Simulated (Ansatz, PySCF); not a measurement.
Molecule: C4H7, charge 0, multiplicity 2. It need not be the lowest isomer of its formula. SMILES: [CH]=C(C)C
Structure (B3LYP-D3(BJ)/def2-TZVP (Ansatz, a quantum-chemistry and plane-wave program) minimum search):
```xyz
11

C      0.0051    -0.0033     1.4978
C      0.0006     0.0247     0.1893
H      0.0103    -0.7489     2.2776
C     -0.0064     1.3118    -0.5953
H     -0.0071     2.1803     0.0604
H      0.8706     1.3657    -1.2469
H     -0.8883     1.3598    -1.2408
C      0.0020    -1.2451    -0.6366
H      0.0071    -2.1375    -0.0126
H     -0.8809    -1.2769    -1.2815
H      0.8806    -1.2710    -1.2875
```
Charge 0, spin multiplicity 2.

Wanted: atomisation energy (electronic, to ground-state atoms), in eV. Cores are frozen in the correlated levels unless marked. Open shells are spin-unrestricted. Spin-orbit coupling is left out. No relativistic terms. The coupled-cluster limit lacks core correlation, which all-electron functionals hold. Basis-set limits of correlation are two-point, X^-3; Hartree-Fock from the larger set. [CCSD(T)-MP2]/basis is that difference in the basis named.

```
level          program  atomisation energy (eV)
-------------  -------  -----------------------
HF/def2-TZVPD    PySCF                    34.19
```

**Question.** What does RI-MP2/CBS(cc-pVTZ,cc-pVQZ)+[CCSD(T)-MP2]/cc-pVDZ (Ansatz) give?

**Answer.** 44.99 eV, so HF/def2-TZVPD differs from it by -10.80 eV.
